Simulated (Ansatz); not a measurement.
Reaction (SMILES): C#N (CH-N) + H+ → C#[NH+]
B3LYP-D3(BJ)/def2-TZVP geometries, fixed; electronic energies without zero-point terms; positive where energy is released.

Basis-set convergence of the proton affinity at wB97M-V with Ansatz (an electronic-structure program). Cartesian d functions, on some or all atoms, in 6-31G*, 6-31G**, 6-31+G*; all else is spherical. The program fits the integrals of some runs and decomposes those of others, by size. The proton sits at the site shown, which need not be the one that binds it best. The functional holds VV10 correlation; no added dispersion term, no relativity. Functions are those of the species that has most. Reference: the value in aug-pcseg-3, 174.16 kcal/mol, itself unsure by roughly 0.08 kcal/mol (its mean distance from aug-cc-pVQZ, cc-pV5Z, def2-QZVPPD). Deviations are taken from unrounded values.

```csv
basis,functions
STO-3G,12
3-21G,22
6-31G,22
6-31G*,34
6-31G**,40
6-31+G*,42
6-311G**,48
6-311+G**,56
"6-311++G(2d,2p)",74
"6-311++G(3df,3pd)",114
```

Problem. Which is the smallest Pople set listed that can be trusted to 1 kcal/mol here, that is, within that of the reference together with its larger relatives (same family, alike in diffuse functions; a set with none to test it counts only in the reference's own line)?

Solution. Of the sets listed that have larger relatives (same family, alike in diffuse functions), none stays within 1 kcal/mol of the reference together with them. Inside the window by cancellation, since a larger relative falls out: 6-31G*. Inside, with no larger relative to test it: 6-311G**, 6-311++G(3df,3pd). Value minus reference: STO-3G 17.31, 3-21G 5.04, 6-31G 4.08, 6-31G* -0.65, 6-31G** 1.73, 6-31+G* -3.93, 6-311G** -0.02, 6-311+G** -1.53, 6-311++G(2d,2p) -1.31, 6-311++G(3df,3pd) -0.44 kcal/mol.
